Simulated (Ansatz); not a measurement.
propyne (SMILES C#CC) moved off its minimum; all values from Ansatz (a first-principles code), cores frozen in correlated methods.
(charge 0, multiplicity 1)
```xyz
7

C     -1.1972    -0.0437    -0.0953
C      0.2042     0.0278     0.2005
C      1.4160     0.1381     0.1222
H     -1.5379    -1.0022    -0.7326
H     -1.6745     0.6975    -0.5493
H     -1.6579    -0.1671     0.8171
H      2.4748     0.1999     0.3622
```

```tsv
level	largest force (eV/Å)	on atom	rms difference from CCSD(T)/cc-pVTZ (eV/Å)	dipole (D)
HF/def2-TZVPP	5.81	C1	1.007	0.75
PBE/def2-TZVPP	5.53	C1	0.255	0.86
r2SCAN/def2-TZVPP	5.53	C1	0.260	0.87
B3LYP/def2-TZVPP	5.47	C1	0.335	0.81
wB97M-V/def2-TZVPP	5.54	C1	0.436	0.80
MP2/cc-pVTZ	5.65	C1	0.152	0.68
CCSD(T)/cc-pVTZ	5.54	C1	0.000	0.68
```

The differences count from one level among others, with limits of its own. Forces at CCSD(T)/cc-pVTZ (eV/Å):

```json
[
 {"atom": "C1", "Fx": "0.405", "Fy": "-5.499", "Fz": "-0.544"},
 {"atom": "C2", "Fx": "1.279", "Fy": "0.443", "Fz": "-1.488"},
 {"atom": "C3", "Fx": "0.711", "Fy": "-0.050", "Fz": "0.919"},
 {"atom": "H4", "Fx": "1.190", "Fy": "1.787", "Fz": "1.361"},
 {"atom": "H5", "Fx": "-1.256", "Fy": "3.770", "Fz": "-2.067"},
 {"atom": "H6", "Fx": "-1.537", "Fy": "-0.417", "Fz": "2.163"},
 {"atom": "H7", "Fx": "-0.791", "Fy": "-0.035", "Fz": "-0.344"}
]
```
